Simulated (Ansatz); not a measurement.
## Predicting a hybrid from its neighbours: C2H5N (aziridine)

The species is C2H5N (8 atoms), meant as a singlet with charge 0. SMILES: `C1CN1`. Geometry: relaxed at PBE0-D4/def2-TZVP.

The HOMO–LUMO gap y, in eV, basis def2-SVPD; a is the functional's share of exact exchange. Programs: Ansatz 0.2.0.

| functional | program | a | y (eV) |
| --- | --- | --- | --- |
| revPBE | Ansatz | 0 | 5.93 |
| BLYP | Ansatz | 0 | 5.81 |
| B3LYP | Ansatz | 0.2 | ? |
| PBE0 | Ansatz | 0.25 | 8.17 |
| BHLYP | Ansatz | 0.5 | 10.01 |

Q: Fit y = c + s·a to the known rows and predict B3LYP.

A: 
1. Means of the 4 rows: a = 0.1875, y = 7.480.
2. Σ(Δa)² = 0.17188, Σ(Δa·Δy) = 1.4375, so the slope is 1.4375/0.17188 = 8.3634.
3. Intercept: 7.480 − (8.3634) × 0.1875 = 5.912. The largest residual of the fit is 0.17.
4. B3LYP: 5.912 + (8.3634) × 0.2 = 7.58 eV.

The run gave 7.59 eV, so the prediction is off by -0.01 eV, within the largest residual. Exact exchange lowers occupied levels and raises empty ones.
